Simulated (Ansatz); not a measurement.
Reaction (atomization): `C#COCC` → 4 C• + 6 H• + O•

Calculated with Ansatz (gas phase, PBE0-D4/def2-TZVP geometries, no zero-point term in ΔE). CCSD(T)/CBS is the MP2 limit (def2-TZVPP, def2-QZVPP) plus CCSD(T) − MP2 in def2-TZVPP, frozen cores. This one scheme is used for every species, atoms too. Functionals use def2-TZVPP. Open shells (•) are unrestricted, without spin–orbit coupling. Spin–orbit coupling would lower the free atoms: a little for C, O. One conformer a species, not always the lowest.

`C#COCC`:

```xyz
11

C     0.260    0.213   -2.512
C     0.547   -0.307   -1.468
O     0.872   -0.888   -0.364
C     0.618   -0.117    0.834
C    -0.856    0.035    1.098
H     0.013    0.658   -3.444
H     1.117   -0.682    1.621
H     1.112    0.852    0.723
H    -1.344    0.565    0.278
H    -1.333   -0.939    1.219
H    -1.006    0.610    2.015
```

Q: What is ΔE at CCSD(T)/CBS? (Best estimate.)

A: The calculation gave: +4519.5 kJ/mol.

Q: What do these levels give: PBE-D4, r2SCAN-D4, PBE0-D4, B2PLYP, PBE, r2SCAN, PBE0, SCS-MP2/def2-TZVPP, CCSD/def2-TZVPP, HF/def2-QZVPP, SCS-MP2/def2-QZVPP, HF/CBS(def2)? (Estimate.)

A: Computed: PBE-D4 4668.0, r2SCAN-D4 4540.7, PBE0-D4 4562.1, B2PLYP 4493.3, PBE 4650.4, r2SCAN 4536.2, PBE0 4547.3, SCS-MP2/def2-TZVPP 4470.8, CCSD/def2-TZVPP 4331.3, HF/def2-QZVPP 3263.9, SCS-MP2/def2-QZVPP 4544.4, HF/CBS(def2) 3264.6 kJ/mol.

Largest T1 diagnostic among the species: 0.012.

From PBE to PBE0 (25 % exact exchange), in def2-TZVPP and without D4, ΔE moves by −103.0 kJ/mol: exact exchange takes away binding that semilocal exchange gives to molecules. The D4 term adds +27.9 kJ/mol with B3LYP and +14.7 kJ/mol with PBE0; it sums over pairs of atoms, weighted by their polarisabilities, and B3LYP, whose exchange is more repulsive, gets the larger term.

B3LYP here is the variant with VWN-RPA as its local correlation; programs differ in this.

For atomizations the MP2-based limit and the directly extrapolated one differ by several kJ/mol either way, and by 10 to 25 for some Ge, Se and Sn compounds, so smaller differences from it don't rank the levels.
